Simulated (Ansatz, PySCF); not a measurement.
This Ansatz (a quantum-chemistry and plane-wave program) input computes a CCSD(T)/cc-pVDZ energy:

Ansatz 0.2 input:
```yaml
crystal:
  periodic: [false, false, false]
  atoms:
    - {symbol: C, position_ang: [1.27969120, 0.01799503, 0.11674447]}
    - {symbol: C, position_ang: [-0.04641183, 0.35484800, -0.12605693]}
    - {symbol: H, position_ang: [1.56535525, -0.96544945, 0.48118818]}
    - {symbol: H, position_ang: [2.07649718, 0.73303796, -0.05175505]}
    - {symbol: H, position_ang: [-0.18059473, 1.38076163, -0.49050458]}
    - {symbol: C, position_ang: [-1.23602420, -0.35185707, 0.00185736]}
    - {symbol: H, position_ang: [-1.25850655, -1.38060421, 0.35222871]}
    - {symbol: H, position_ang: [-2.18628219, 0.10633833, -0.24642669]}
basis:
  gaussian:
    orbitals: cc-pVDZ
total_charge: -1
magnetization: {spin_polarized: false}
correlation: {method: ccsd_t, electrons: outside_noble_gas}
```

Task: Write an input for the same energy in PySCF and say what it gives.

Result: 
```python
from pyscf import gto, scf, mp, cc as ccmod

mol = gto.M(
    atom='''
    C     1.27969120    0.01799503    0.11674447
    C    -0.04641183    0.35484800   -0.12605693
    H     1.56535525   -0.96544945    0.48118818
    H     2.07649718    0.73303796   -0.05175505
    H    -0.18059473    1.38076163   -0.49050458
    C    -1.23602420   -0.35185707    0.00185736
    H    -1.25850655   -1.38060421    0.35222871
    H    -2.18628219    0.10633833   -0.24642669
    ''',
    basis='cc-pvdz',
    charge=-1,
    spin=0,
    verbose=4,
)

mf = scf.RHF(mol)
mf.conv_tol = 1e-10
mf.max_cycle = 100
mf.kernel()
mp2 = mp.MP2(mf, frozen=3).run()
cc = ccmod.CCSD(mf, frozen=3)
cc.max_cycle = 100
cc.kernel()
et = cc.ccsd_t()
print(f'E(CCSD(T)) = {cc.e_tot + et:.9f}')
```
It gives -116.89297 Eh, and Ansatz -116.89297 Eh, a difference of 0.00 mEh.

It need not be the lowest isomer of its formula. Whether it binds its extra electron was not tested at this geometry.
